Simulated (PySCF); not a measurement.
# BH2F− (SMILES [BH2-]F) at FCI/STO-6G

Aim: the vertical doublet–quartet gap of BH2F− at FCI/STO-6G, from 2 runs. Input form: a Python script.

The calculation is run with PySCF 2.14.0.

10 further runs of the same task are left out: 10 set aside as unsound or not needed.

### 1 The system as given

BH2F− has 4 atoms, charge -1, and is taken as a doublet. As SMILES, `[BH2-]F`. The shape is that of a GFN2-xTB optimisation.

Bond lengths: B1–F2 1.499 Å, B1–H3 1.242 Å, B1–H4 1.242 Å. Angles: F2–B1–H3 108.4°, F2–B1–H4 108.4°, H3–B1–H4 113.0°.

### 2 The energy at FCI/STO-6G

The input, calc.py:

```python
from pyscf import gto, scf, mcscf

system = gto.M(
    atom='''
B     -0.163159     0.575289     0.193470
F      1.950027    -0.885941     1.385094
H     -2.154930    -0.630545     0.484129
H      0.368043     0.941197    -2.062674
''',
    max_memory=1860,
    spin=1,
    unit='bohr',
    charge=-1,
    basis='sto-6g',
    verbose=3,
)

myscf = scf.ROHF(system)
myscf.conv_tol = 1e-10
myscf.kernel()
if not myscf.converged:
    myscf = myscf.newton().run(myscf.mo_coeff, myscf.mo_occ)

cas = mcscf.CASCI(myscf, myscf.mo_coeff.shape[-1] - 2, (system.nelec[0] - 2, system.nelec[1] - 2))  # full CI above the frozen core
cas.fix_spin_(ss=0.75)
cas.kernel()
e_final = cas.e_tot
print(f'total energy: {e_final:.8f} hartree')
```

Started as:

```sh
$ OMP_NUM_THREADS=1 python calc.py
```

What it wrote:

```text
converged SCF energy = -124.551816107936
CASCI E = -124.616168623962  E(CI) = -40.7628658013757  S^2 = 0.7500000
total energy: -124.61616862 hartree
```

It took 1.2 s on 1 thread of Arm Neoverse V1, shared host; peak memory 0.12 GiB.

### 3 The quartet

The input, run.py:

```python
from pyscf import gto, scf, mcscf

molecule = gto.Mole()
molecule.atom = '''
B       -0.086340       0.304430       0.102380
F        1.031910      -0.468820       0.732960
H       -1.140340      -0.333670       0.256190
H        0.194760       0.498060      -1.091520
'''
molecule.verbose = 3
molecule.basis = 'sto-6g'
molecule.charge = -1
molecule.max_memory = 1860
molecule.spin = 3
molecule.build()

mf = scf.ROHF(molecule)
mf.conv_tol = 1e-10
mf.kernel()
if not mf.converged:
    mf = mf.newton().run(mf.mo_coeff, mf.mo_occ)

cas = mcscf.CASCI(mf, mf.mo_coeff.shape[-1] - 2, (molecule.nelec[0] - 2, molecule.nelec[1] - 2))  # full CI above the frozen core
cas.fix_spin_(ss=3.75)
cas.kernel()
e_tot = cas.e_tot
print('E(%s) = %.9f' % ('FCI', e_tot))
```

Started as:

```sh
$ OMP_NUM_THREADS=1 python run.py
```

What it wrote:

```text
converged SCF energy = -124.117917285643
CASCI E = -124.159969450185  E(CI) = -40.3071616353313  S^2 = 3.7500000
E(FCI) = -124.159969450
```

Run time: 1.1 s. Hardware: 1 thread of Arm Neoverse V1, shared host; peak memory 0.12 GiB.

### 4 Outcome

At FCI/STO-6G, 2 core orbitals frozen:

| quantity | value |
| --- | --- |
| doublet: total energy | -124.61617 Eh |
| doublet: correlation energy (2 core orbitals frozen) | -64.4 mEh |
| quartet: total energy | -124.15997 Eh |
| quartet: correlation energy (2 core orbitals frozen) | -42.1 mEh |
| vertical energy of the quartet above the doublet | 12.414 eV |

In words: At this shape the quartet lies 12.41 eV (1198 kJ/mol) above the doublet. For an anion a state so high probably lies above electron detachment. In a minimal basis such a difference can be off by several eV, whatever the method. The HOMO (doublet) lies at positive energy, 10.93 eV: the electron is unbound at this level or held by a compact basis; values depend on the basis. Mulliken charges (quartet) of the mean-field density run from -0.51 on B1 to +0.11 on F2; they depend strongly on the basis. The HOMO (quartet) lies at positive energy, 21.00 eV: the electron is unbound at this level or held by a compact basis; values depend on the basis.
